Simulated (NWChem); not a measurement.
System: LiF; SMILES [Li][F]

Input file for NWChem:

```
start job
memory heap 200 mb stack 900 mb global 1100 mb
geometry units angstroms noautoz
  Li     0.000000     0.000000    -1.159868
  F      0.000000     0.000000     0.399580
end
basis spherical
  Li library def2-svp
  F library def2-svp
end
dft
  xc becke97-d
  disp vdw 2
  iterations 150
  mulliken
end
task dft energy
```

Structure relaxed at the PBE0-D3(BJ)/def2-TZVP level.

### Question
Give the results of this calculation. (B97-D/def2-SVP.) Quantities: energy (Ha); highest occupied level (eV); orbital gap (eV); dipole (D).

### Answer
The energy (Ha) comes out as -107.29. The highest occupied level (eV) is -5.47, the orbital gap (eV) comes out as 3.93 and the dipole (D) comes out as 5.42.
